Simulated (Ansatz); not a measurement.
## Worked example: the enthalpy of formation of SiH4 (SMILES [SiH4])

SiH4: 5 atoms, total charge 0, spin state singlet. As SMILES, `[SiH4]`. Geometry: relaxed at PBE0-D4/def2-TZVP.

Total energies at CAM-B3LYP/cc-pVTZ (Ansatz 0.2.0); the atoms run unrestricted:

```
species    state  energy (Eh)
   SiH4  singlet  -291.892244
     Si  triplet  -289.381213
      H  doublet    -0.498813
```

Harmonic wavenumbers at PBE0-D4/def2-TZVP, in cm⁻¹: 907, 907, 907, 968, 968, 2236, 2246, 2246, 2246.

Measured heats of formation of the gaseous atoms at 298.15 K, in kJ/mol: Si 450.0, H 218.0. Spin-orbit lowering of the atoms at 298 K (mean of the ground term's levels less their thermal mean, from spectra), in kJ/mol: Si 0.44. Take 1 Eh = 2625.50 kJ/mol, 1 cm⁻¹ = 0.0119627 kJ/mol, RT = 2.479 kJ/mol.

Q: Work out the heat of formation of the gas at 298 K.

A: 
1. Electronic atomisation energy: (-289.381213) + 4 × (-0.498813) − (-291.892244) = 0.515779 Eh = 1354.2 kJ/mol.
2. Zero-point energy: half the sum of the wavenumbers, 6815.5 cm⁻¹ = 81.5 kJ/mol.
3. Thermal vibrational enthalpy, Σ hcν̃/(exp(hcν̃/kT) − 1): 0.6 kJ/mol. Translation, rotation and pV of a non-linear molecule: 4 RT = 9.9 kJ/mol.
4. The 5 free atoms carry 5/2 RT each: 31.0 kJ/mol.
5. Spin-orbit coupling lowers the free atoms by 0.44 = 0.4 kJ/mol.
6. Atomisation enthalpy at 298 K: 1354.2 − 0.4 − 81.5 − 0.6 − 9.9 + 31.0 = 1292.8 kJ/mol.
7. Sum of the atoms' heats of formation: 1322.0 kJ/mol. Heat of formation: 1322.0 − 1292.8 = +29.2 kJ/mol.

The tabulated value is +34.3 kJ/mol (NIST-JANAF tables), so this level is off by -5.1 kJ/mol, or 0.4 % of the atomisation enthalpy. Anharmonicity and any spin-orbit splitting of the molecule are left out.
